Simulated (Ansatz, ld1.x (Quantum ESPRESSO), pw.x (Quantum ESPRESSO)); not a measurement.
# pw.x on sc P: one setting changed

Potential: norm-conserving RRKJ (Kleinman–Bylander form), ld1.x (Quantum ESPRESSO) 7.5, PBEsol; core [Ne], reference 3s2 3p3; waves: 3s (bound): rc 1.40 bohr; 3p (bound): rc 1.60 bohr; 3d channel at 0.05 Ry: rc 1.74 bohr; local part: all-electron potential smoothed inside 1.50 bohr (lloc = -2); core correction: none; rho0 0.02.

The reference run (k-mesh 13³, cutoffs 85/340 Ry, Fermi–Dirac 0.01 Ry, mixing_beta 0.4, conv_thr 1e-9, no spin) gives -0.22 GPa at 14.206 Å³/atom, where all-electron LAPW gives 0.21 GPa. This run, with its own iteration cap, changes degauss to 0.02.

```
&control
  calculation='scf', prefix='x', pseudo_dir='./', outdir='./tmp', tstress=.true., disk_io='none'
/
&system
  ibrav=0, nat=1, ntyp=1, ecutwfc=85, ecutrho=340, nbnd=9,
  occupations='smearing', smearing='fd', degauss=0.02
/
&electrons
  conv_thr=1e-09, mixing_beta=0.4, electron_maxstep=50
/
ATOMIC_SPECIES
P 1.0 P.UPF
CELL_PARAMETERS angstrom
  2.42190593 0.00000000 0.00000000
  0.00000000 2.42190593 0.00000000
  0.00000000 0.00000000 2.42190593
ATOMIC_POSITIONS crystal
P 0.0000 0.0000 0.0000
K_POINTS automatic
13 13 13 0 0 0
```

```bash
pw.x < P.scf.in > P.scf.out
```

**Question.** How does the run end?

**Answer.** It converges in 6 iterations; the free energy moves by -27.6 meV/atom and the pressure by +0.27 GPa. In a metal, with Fermi–Dirac smearing, F lies below its zero-width value by a term in the square of the width.

```
Message from routine setup:
     using ibrav=0 with symmetry is DISCOURAGED, use correct ibrav instead
     lattice parameter (alat)  =       4.5767  a.u.
     unit-cell volume          =      95.8668 (a.u.)^3
     number of electrons       =         5.00
     number of Kohn-Sham states=            9
     kinetic-energy cutoff     =      85.0000  Ry
     charge density cutoff     =     340.0000  Ry
     scf convergence threshold =      1.0E-09
     Exchange-correlation= PBESOL
     number of k points=    84  Fermi-Dirac smearing, width (Ry)=  0.0200
     iteration #  1     ecut=    85.00 Ry     beta= 0.40
     total energy              =     -13.20531597 Ry
     estimated scf accuracy    <       0.00539287 Ry
     iteration #  2     ecut=    85.00 Ry     beta= 0.40
     total energy              =     -13.20518690 Ry
     estimated scf accuracy    <       0.00187278 Ry
     iteration #  3     ecut=    85.00 Ry     beta= 0.40
     total energy              =     -13.20519806 Ry
     estimated scf accuracy    <       0.00000175 Ry
     iteration #  4     ecut=    85.00 Ry     beta= 0.40
     total energy              =     -13.20519834 Ry
     estimated scf accuracy    <       0.00000006 Ry
     iteration #  5     ecut=    85.00 Ry     beta= 0.40
     total energy              =     -13.20519835 Ry
     estimated scf accuracy    <          3.6E-09 Ry
     iteration #  6     ecut=    85.00 Ry     beta= 0.40
     the Fermi energy is    11.3911 ev
!    total energy              =     -13.20519835 Ry
     estimated scf accuracy    <          7.6E-12 Ry
     smearing contrib. (-TS)   =      -0.00566264 Ry
     The total energy is F=E-TS. E is the sum of the following terms:
     one-electron contribution =       5.32369109 Ry
     hartree contribution      =       0.39787892 Ry
     xc contribution           =      -3.42263871 Ry
     ewald contribution        =     -15.49846701 Ry
     convergence has been achieved in   6 iterations
          total   stress  (Ry/bohr**3)                   (kbar)     P=        0.51
     Message from routine punch:
     Nothing written, as per user request (disk_io='none')
```

The run took about 11 s on one core of a shared server CPU.
